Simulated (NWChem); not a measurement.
# MP2/def2-TZVPPD run of [HO2]− (hydroperoxide(1-))

Aim: the vertical ionisation energy of [HO2]− (hydroperoxide(1-)) at MP2/def2-TZVPPD, from 2 runs. 

Program for the calculation: NWChem 7.3.0.

4 further runs of the same task are left out: 4 set aside as unsound or not needed. Runs told in other sessions of the task aren't counted.

### 1 Starting point

[HO2]−: 3 atoms, total charge -1, spin state singlet. SMILES: `[O-]O`. The coordinates come from a PBE0-D4/def2-TZVPD relaxation.

Bond lengths: O1–O2 1.479 Å, O2–H3 0.961 Å. Angles: O1–O2–H3 100.1°.

### 2 Energy and gradient at MP2/def2-TZVPPD

sp.nw reads:

```
START sp
memory total 2200 mb
charge -1
GEOMETRY units atomic noautosym nocenter noautoz
  O     -0.67606842     1.93808422    -0.15274656
  O     -0.45780505    -0.84259108    -0.34156800
  H      1.13389237    -1.09551203     0.49429566
END
BASIS spherical bse
  * library def2-TZVPPD
END
SCF
  thresh 1e-08
  maxiter 80
END
MP2
  freeze core 2
  tight
END
TASK mp2 gradient
```

The run is started by

```bash
$ nwchem sp.nw > sp.out
```

Standard output:

```text
[...]
  functions       =    97
[...]
  wavefunction    = RHF
[...]
         Total SCF energy =   -150.224954632559
      One-electron energy =   -272.128404706784
      Two-electron energy =     92.376382872305
 Nuclear repulsion energy =     29.527067201919
        Time for solution =     13.2s
[...]
          Total MP2 energy          -150.732871731250
[...]
                         mp2 ENERGY GRADIENTS
    atom               coordinates                        gradient
                 x          y          z           x          y          z
   1 O      -0.676068   1.938084  -0.152747   -0.001067  -0.005012  -0.001133
   2 O      -0.457805  -0.842591  -0.341568    0.001698   0.007463   0.001746
   3 H       1.133892  -1.095512   0.494296   -0.000631  -0.002451  -0.000613
[...]
```

Run time: 33 s. Hardware: 1 thread of Intel Xeon Platinum 8488C (Sapphire Rapids), shared host; peak memory 0.25 GiB.

### 3 Doublet neutral HO2: the energy at UMP2/def2-TZVPPD

struct.xyz reads:

```xyz
3
HO2 mp2
O     -0.357760     1.025590    -0.080830
O     -0.242260    -0.445880    -0.180750
H      0.600030    -0.579720     0.261570
```

run.py reads:

```python
from ase.io import read
from ase.calculators.nwchem import NWChem

mol = read('struct.xyz')

calc = NWChem(
    label='struct',
    theory='mp2',
    memory='2200 mb',
    basis='def2-TZVPPD',
    basispar='spherical bse',
    scf={'nopen': '1', 'uhf': None, 'thresh': '1e-08', 'maxiter': '80'},
    mp2={'freeze': 'core 2', 'tight': None},
    task='energy',
)
mol.calc = calc

print("Total energy (eV):", round(mol.get_potential_energy(), 6))
```

The run is started by

```bash
$ export ASE_NWCHEM_COMMAND="nwchem PREFIX.nwi > PREFIX.nwo"
$ python run.py
```

Standard output:

```text
Total energy (eV): -4099.78641
```

The calculator wrote struct.nwi:

```
title "struct"

permanent_dir struct

scratch_dir struct

start struct

geometry units angstrom nocenter noautosym noautoz
  O  -3.5776000000000002e-01 1.0255900000000000e+00 -8.0829999999999999e-02
  O  -2.4226000000000000e-01 -4.4588000000000000e-01 -1.8074999999999999e-01
  H  6.0002999999999995e-01 -5.7972000000000001e-01 2.6157000000000002e-01
end

memory 2200 mb

basis spherical bse noprint
   * library def2-TZVPPD
end

scf
  nopen 1
  uhf
  thresh 1e-08
  maxiter 80
end
mp2
  freeze core 2
  tight
end

task mp2 energy
```

struct.nwo:

```text
Northwest Computational Chemistry Package (NWChem) 7.3.0
             --------------------------------------------------------

           Job information
           ---------------

    nwchem branch   = 7.3.0
    use scalapack   = T
    input           = struct.nwi
    prefix          = struct.
    data base       = struct/struct.db
    status          = startup
    nproc           =        1

           Memory information
           ------------------

    heap     =     72089598 doubles =      550.0 Mbytes
    stack    =     72089595 doubles =      550.0 Mbytes
    global   =    144179200 doubles =     1100.0 Mbytes (distinct from heap & stack)
    total    =    288358393 doubles =     2200.0 Mbytes
    verify   = yes
    hardfail = no

           Directory information
           ---------------------

  0 permanent = struct
  0 scratch   = struct

                                NWChem Input Module
                                -------------------

                                      struct
                                      ------

 Scaling coordinates for geometry "geometry" by  1.889725989
 (inverse scale =  0.529177249)

                             Geometry "geometry" -> ""
                             -------------------------

 Output coordinates in angstroms (scale by  1.889725989 to convert to a.u.)

  No.       Tag          Charge          X              Y              Z
 ---- ---------------- ---------- -------------- -------------- --------------
    1 O                    8.0000    -0.35776000     1.02559000    -0.08083000
    2 O                    8.0000    -0.24226000    -0.44588000    -0.18075000
    3 H                    1.0000     0.60003000    -0.57972000     0.26157000

      Atomic Mass
      -----------

      O                 15.994910
      H                  1.007825

 Effective nuclear repulsion energy (a.u.)      29.5270693389

            Nuclear Dipole moment (a.u.)
[... 66 lines left out ...]
         Quadratically convergent UHF
[... 1 line left out ...]
 Convergence threshold     :          1.000E-08
[... 8 lines left out ...]
  ga_iter_lsolve: convergence stagnant ... aborting solve
[... 9 lines left out ...]
       Final UHF  results
[... 2 lines left out ...]
         Total SCF energy =   -150.229100840246
      One electron energy =   -265.875279776188
      Two electron energy =     86.119109597084
 Nuclear repulsion energy =     29.527069338859
[... 7 lines left out ...]
          Final alpha eigenvalues
[... 23 lines left out ...]
          Final beta eigenvalues
[... 23 lines left out ...]
                    UHF Final Alpha Molecular Orbital Analysis
[... 183 lines left out ...]
                     UHF Final Beta Molecular Orbital Analysis
[... 230 lines left out ...]
                   NWChem MP2 Semi-direct Energy/Gradient Module
                   ---------------------------------------------

                                      struct

  Basis functions       =     97
  Molecular orbitals    =     97
  Frozen core           =      2
  Frozen virtuals       =      0
  Active alpha occupied =      7
  Active beta occupied  =      6
  Active alpha virtual  =     88
  Active beta virtual   =     89
  Use MO symmetry       = F
  Use skeleton AO sym   = F

  AO/Fock/Back tols     =   1.0D-11  1.0D-11  1.0D-11

 GA uses MA = F    GA memory limited = T

 Available:
  local mem=  1.26D+08
 global mem=  1.44D+08
 local disk=  0.00D+00
   1 passes of   7:        5242880                      49982                   9964567.
   1 passes of   7: M    126152785           G      144160382           F     120909905.

 Semi-direct pass number   1 of   1  for UHF alpha       at       46.5s
 Done moints_semi at       48.0s
 Done maket at       48.1s
 Done multipass loop at       48.1s

 GA uses MA = F    GA memory limited = T

 Available:
  local mem=  1.26D+08
 global mem=  1.44D+08
 local disk=  0.00D+00
   1 passes of   6:        5242880                      45883                   8640267.
   1 passes of   6: M    126152785           G      144160382           F     120909905.

 Semi-direct pass number   1 of   1  for UHF beta        at       48.2s
 Done moints_semi at       49.6s
 Done maket at       49.7s
 Done multipass loop at       49.7s

          -------------------------------------------
          SCF energy                -150.229100840246
          Correlation energy          -0.435272023347
          Singlet pairs                0.000000000000
          Triplet pairs                0.000000000000
          Total MP2 energy          -150.664372863593
          -------------------------------------------

          ---------------------------------------------------
                    Spin Component Scaled (SCS) MP2
          Same spin pairs                     -0.109262052236
          Same spin scaling factor             0.333333333333
          Opposite spin pairs                 -0.326009971111
          Opposite spin scaling fact.          1.200000000000
          SCS-MP2 correlation energy          -0.427632649412
          Total SCS-MP2 energy              -150.656733489658
          ---------------------------------------------------

 -----------------------
 Task  times  cpu:       49.7s     wall:       49.7s
 Total times  cpu:       49.7s     wall:       49.7s
```

Run time: 51 s. Hardware: 1 thread of Intel Xeon Platinum 8488C (Sapphire Rapids), shared host; peak memory 0.21 GiB.

### 4 Results

Level: MP2/def2-TZVPPD, 2 core orbitals frozen.

| quantity | value |
| --- | --- |
| singlet [HO2]−: total energy | -150.73287 Eh |
| singlet [HO2]−: HOMO energy (Hartree–Fock orbitals) | -2.98 eV |
| singlet [HO2]−: LUMO energy (Hartree–Fock orbitals) | 6.27 eV |
| singlet [HO2]−: HOMO–LUMO gap (to an unbound level, set by the basis) | 9.25 eV |
| singlet [HO2]−: correlation energy (2 core orbitals frozen) | -507.9 mEh |
| singlet [HO2]−: largest force on an atom | 0.404 eV/Å |
| doublet neutral HO2: total energy | -150.66437 Eh |
| doublet neutral HO2: HOMO energy (Hartree–Fock orbitals) (highest over α and β) | -13.93 eV |
| doublet neutral HO2: LUMO energy (Hartree–Fock orbitals) (lowest over α and β) | 1.87 eV |
| doublet neutral HO2: correlation energy (2 core orbitals frozen) | -435.3 mEh |
| doublet neutral HO2: ⟨S²⟩ of the reference determinant | 0.856 |
| vertical detachment energy (to the doublet neutral) | 1.864 eV |

Removing an electron at fixed nuclei costs 1.86 eV (180 kJ/mol). The largest force (singlet [HO2]−) is 0.40 eV/Å: the shape isn't a stationary point for this species at this level. Mulliken charges (singlet [HO2]−) run from -0.75 on O1 to +0.14 on H3; in a basis this large or diffuse they mean little. ⟨S²⟩ (doublet neutral HO2) is 0.86 where a pure doublet has 0.75: the reference is spin-contaminated.
